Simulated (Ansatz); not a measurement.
**AlC, quartet: the ladder up to UCCSDT(Q)**

Geometry: a point of a stretch scan, not a stationary point.

```xyz
2

Al    0.0000    0.0000    0.0000
C     0.0000    0.0000    1.8070
```

Basis cc-pVTZ; Ansatz 0.2.0. Correlated methods freeze the noble-gas cores, which leaves 7 electrons in 58 orbitals. R marks a restricted (for open shells ROHF) determinant, U an unrestricted one. Active spaces: pair = (5e, 5o) about the gap; valence = (7e, 8o) chosen from the atoms' valence shells.

Full CI isn't at hand for all of this; UCCSDT(Q) serves as the reference, and is uncertain by about the last step of the cluster series. The frozen core follows each run's orbitals, which can shift R against U totals by a few meV.

For open shells CISD is restricted-active-space CI with the open shells as a complete middle space.

The UHF ⟨S²⟩ is 3.758. The T1 diagnostic (RCCSD) is 0.0552, the largest doubles amplitude (RCCSD) is 0.089 and the T1 diagnostic (UCCSD) is 0.0489.

| level | E − E(UCCSDT(Q)) (meV) | share of correlation (%) | wall time |
| --- | --- | --- | --- |
| RHF | 4638 | 0.00 | – |
| UHF | 4579 | 1.26 | – |
| RMP2 | 1087 | 76.57 | – |
| UMP2 | 1066 | 77.01 | – |
| CISD | 440 | 90.52 | 8 s |
| RCCSD | 248 | 94.66 | – |
| UCCSD | 245 | 94.72 | – |
| RCCSD(T) | 57 | 98.76 | 8 s |
| UCCSD(T) | 55 | 98.80 | 8 s |
| BCCD(T) | 53 | 98.87 | 4 s |
| RCCSDT | 13 | 99.71 | – |
| UCCSDT | 12 | 99.75 | – |
| RCCSDT(Q) | 3 | 99.94 | 47 s |
| CASSCF (pair space) | 4159 | 10.32 | – |
| NEVPT2 (pair space) | 1094 | 76.41 | 2 s |
| MRCISD (pair space) | 501 | 89.19 | – |
| MRCISD+Q (pair space) | 195 | 95.80 | 2.7 s |
| CASSCF (valence space) | 3326 | 28.29 | – |
| NEVPT2 (valence space) | 732 | 84.22 | 3.7 s |
| MRCISD (valence space) | 262 | 94.35 | – |
| MRCISD+Q (valence space) | 75 | 98.38 | 6 s |

The correlation energy at UCCSDT(Q), counted from RHF, is -4.638 eV. That run took 44 s on 1 thread of Arm Neoverse V1, shared host.

Times hold each run's SCF and search for its determinant on a shared host, so for small cases they say little of a method's own cost; they ran on 1 thread of Arm Neoverse V1.

Natural occupations of CASSCF (valence space) about the gap: 1.982 1.887 1.011 0.993 0.993 0.060 0.060 0.015; effectively unpaired electrons, Σ n²(2−n)², 3.07.
